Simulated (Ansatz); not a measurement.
A nudged elastic band was laid between two geometries of BFH4Si (7 atoms, charge 0, multiplicity 1).

These are results of RKS revPBE-D4/def2-SVP in Ansatz 0.2.0, not measurements.

```json
{"movable images": "7", "climbing image": "yes", "spring": "5.0 eV/Å²", "optimiser": "quadratic models (default)", "start path": "through a guess of the saddle point", "force threshold": "0.05 eV/Å", "iteration limit": "60", "end points": "relaxed"}
```

Initial state:

```xyz
7
Properties=species:S:1:pos:R:3
F -1.385 -1.611 0.622
B -0.191 -1.179 0.203
Si 0.144 0.807 -0.166
H 0.680 -2.032 0.072
H 0.763 0.970 -1.533
H 1.148 1.320 0.840
H -1.097 1.656 -0.084
```

Final state:

```xyz
7
Properties=species:S:1:pos:R:3
F -0.415 -2.071 -0.701
B -0.231 -1.159 0.260
Si 0.177 0.794 -0.197
H -0.321 -1.562 1.414
H 0.238 1.074 -1.675
H 1.495 1.181 0.429
H -0.882 1.674 0.424
```

(1) Which bonds break or form, and what moves?

(2) Give the energies along the band, and the barrier.

(3) What is the geometry of the highest image?

The band took 8 iterations and of the order of 70 core-seconds.

Answers

(1) No bond is made or broken. The dihedral F1–B2–Si3–H5 goes from -129 to 0°. The two ends are copies of one structure, up to a mirror image or an exchange of like atoms.

(2) The forces met the threshold. The highest image is number 4 of 0 to 8, 0.011 eV above the ends, which have the same energy within 2 meV. A vibrational analysis at the climbing image gives one clearly imaginary mode, 67i cm⁻¹: a first-order saddle point.

```tsv
image	path coordinate (Å)	energy (eV)	dihedral F1–B2–Si3–H5 (°)
0	0.00	0.000	-129
1	0.36	0.000	-112
2	0.72	0.003	-96
3	1.08	0.008	-79
4	1.43	0.011	-64
5	1.80	0.010	-47
6	2.17	0.006	-32
7	2.54	0.001	-16
8	2.91	0.000	0
```

(3) 
```xyz
7
Properties=species:S:1:pos:R:3:forces:R:3
F -1.317 -1.725 -0.182 0.00 -0.02 0.00
B -0.181 -1.174 0.261 0.03 0.02 0.01
Si 0.186 0.799 -0.163 0.00 0.00 0.01
H 0.571 -1.905 0.896 -0.02 -0.01 -0.01
H 0.315 0.990 -1.655 0.00 0.00 -0.01
H 1.451 1.290 0.491 0.00 0.00 0.00
H -0.963 1.658 0.306 0.00 0.01 0.00
```

Run time: 75 s on 1 CPU thread of a shared host.
